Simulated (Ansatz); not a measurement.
**Si3H8 (trisilane) at RPA@PBE/6-31G(d) (spherical functions)**

What is the vertical singlet–triplet gap of Si3H8 (trisilane) at RPA@PBE/6-31G* (spherical functions)? 

The results are computed with Ansatz 0.2.0.

34 further runs of the same task are left out: 34 set aside as unsound or not needed.

## (1) Starting point

Si3H8 has 11 atoms, charge 0, and is taken as a singlet. As SMILES, `[SiH3][SiH2][SiH3]`. Geometry: relaxed at PBE0-D4/def2-TZVP.

Bond lengths: Si1–Si2 2.338 Å, Si2–Si3 2.338 Å, Si1–H4 1.488 Å, Si1–H5 1.488 Å, Si1–H6 1.488 Å, Si2–H7 1.490 Å, Si2–H8 1.490 Å, Si3–H9 1.488 Å, Si3–H10 1.488 Å, Si3–H11 1.488 Å. Some angles: Si1–Si2–Si3 110.4°, Si1–Si2–H7 109.6°, Si1–Si2–H8 109.6°, Si3–Si2–H7 109.6°, Si3–Si2–H8 109.6°, Si2–Si1–H4 111.2°, Si2–Si1–H5 109.8°, Si2–Si1–H6 109.8°, Si2–Si3–H9 109.8°, Si2–Si3–H10 109.8°.

## (2) A single-point energy at RPA@PBE/6-31G(d) (spherical functions)

Input file job.yaml:

```yaml
crystal:
  periodic: [false, false, false]
  atoms:
    - {symbol: Si, position_ang: [-1.292570, 1.366730, -0.525270]}
    - {symbol: Si, position_ang: [-0.462570, -0.807300, -0.296320]}
    - {symbol: Si, position_ang: [1.631930, -0.774400, 0.742750]}
    - {symbol: H, position_ang: [-2.625850, 1.367720, -1.185120]}
    - {symbol: H, position_ang: [-0.354030, 2.180440, -1.344070]}
    - {symbol: H, position_ang: [-1.422540, 2.000090, 0.814640]}
    - {symbol: H, position_ang: [-0.343400, -1.440160, -1.640160]}
    - {symbol: H, position_ang: [-1.410380, -1.620800, 0.516390]}
    - {symbol: H, position_ang: [1.515950, -0.154940, 2.090430]}
    - {symbol: H, position_ang: [2.583820, 0.031780, -0.068050]}
    - {symbol: H, position_ang: [2.179610, -2.149160, 0.894770]}
basis:
  gaussian:
    orbitals: 6-31G_st_-spherical.json
hamiltonian:
  xc: pbe
correlation:
  method: rpa
  frozen_orbitals: {H: 0, Si: 5}
accuracy: high
```

The basis set 6-31G* is read from a file made from the Basis Set Exchange's data (not shown).

On the command line:

```console
$ ansatz run job.yaml --threads 1 --pin off --max-ram 3480MiB --events-out events.jsonl --progress --plain --runs-dir runs
```

Log:

```text
Warning: RAYON_NUM_THREADS=1 ignored (pool sized by the plan → 1); use --threads N
Functional definition: PBE
  name "PBE"
  parameter kappa = 0.804
  parameter beta = 0.06672455060314922
  exchange = pbe_x(kappa = kappa, mu = beta*pi^2/3)
  correlation = pbe_c(beta = beta)
1621 factors; integrals over basis functions are off by at most 3.4e-9 eV
mean field evaluation 1: about -23747.2387 eV, gradient 1.5e1 eV
mean field evaluation 2: about -23747.2149 eV, gradient 1.5e1 eV
mean field evaluation 4: about -23748.3145 eV, gradient 3.0e0 eV
mean field evaluation 8: about -23748.3481 eV, gradient 1.2e-2 eV
mean field evaluation 16: about -23748.3481 eV, gradient 5.2e-7 eV
mean field -23748.34805377 eV, -872.7356937678 hartree, gradient 6.0e-9 eV, S^2 0.000000; 0 other end points of the search recorded, 0 dependent functions left out
15 core orbitals not correlated: weight in the atoms' cores, before any rotation towards them, 1.000 or more for the frozen orbitals, at most 0.000 for the correlated occupied ones
reference -23710.62914559 eV, -871.3495494586 hartree; 10, 10 occupied and 45, 45 virtual orbitals, 1621 factors
Total energy: -23724.43116429 eV, -871.8567642907 hartree
```

It took 4.5 s on 1 thread of AMD EPYC 9R45 (Zen 5), shared host; peak memory 0.23 GiB.

## (3) The triplet at the same level

Input file in.yaml:

```yaml
crystal:
  periodic: [false, false, false]
  atoms:
    - symbol: Si
      position_ang: [-1.292570, 1.366730, -0.525270]
    - symbol: Si
      position_ang: [-0.462570, -0.807300, -0.296320]
    - symbol: Si
      position_ang: [1.631930, -0.774400, 0.742750]
    - symbol: H
      position_ang: [-2.625850, 1.367720, -1.185120]
    - symbol: H
      position_ang: [-0.354030, 2.180440, -1.344070]
    - symbol: H
      position_ang: [-1.422540, 2.000090, 0.814640]
    - symbol: H
      position_ang: [-0.343400, -1.440160, -1.640160]
    - symbol: H
      position_ang: [-1.410380, -1.620800, 0.516390]
    - symbol: H
      position_ang: [1.515950, -0.154940, 2.090430]
    - symbol: H
      position_ang: [2.583820, 0.031780, -0.068050]
    - symbol: H
      position_ang: [2.179610, -2.149160, 0.894770]
basis:
  gaussian:
    orbitals: 6-31G_st_-spherical.json
magnetization:
  spin_polarized: true
  initial_magnetization: 2
hamiltonian:
  xc: {name: PBE}
correlation:
  method: rpa
  frozen_orbitals: {H: 0, Si: 5}
accuracy: high
```

The basis set 6-31G* is read from a file made from the Basis Set Exchange's data (not shown).

On the command line:

```console
$ ansatz run in.yaml --threads 1 --pin off --max-ram 3480MiB --events-out events.jsonl --progress --plain --runs-dir runs
```

Log, shortened:

```text
Warning: RAYON_NUM_THREADS=1 ignored (pool sized by the plan → 1); use --threads N
[... 2 set-up lines as earlier in the session ...]
[...]
1620 factors; integrals over basis functions are off by at most 3.4e-9 eV
[...]
mean field -23742.46516958 eV, -872.5195017611 hartree, gradient 1.9e-8 eV, S^2 2.003485; 12 other end points of the search recorded, 0 dependent functions left out
15 core orbitals not correlated: weight in the atoms' cores, before any rotation towards them, 1.000 or more for the frozen orbitals, at most 0.000 for the correlated occupied ones
reference -23703.73385521 eV, -871.0961522110 hartree; 11, 9 occupied and 44, 46 virtual orbitals, 1620 factors
Total energy: -23718.10718557 eV, -871.6243623592 hartree
```

Wall time 18 s (1 thread of AMD EPYC 9R45 (Zen 5), shared host); peak memory 0.3 GiB.

## (4) Summary of results

Level: RPA@PBE/6-31G* (spherical functions), 15 core orbitals frozen.

```
                                        quantity          value
                           singlet: total energy  -871.85676 Eh
       singlet: RPA correlation energy (valence)     -507.2 mEh
                           triplet: total energy  -871.62436 Eh
       triplet: RPA correlation energy (valence)     -528.2 mEh
      triplet: ⟨S²⟩ of the reference determinant          2.003
vertical energy of the triplet above the singlet       6.324 eV
```

At this shape the triplet lies 6.32 eV (610 kJ/mol) above the singlet.
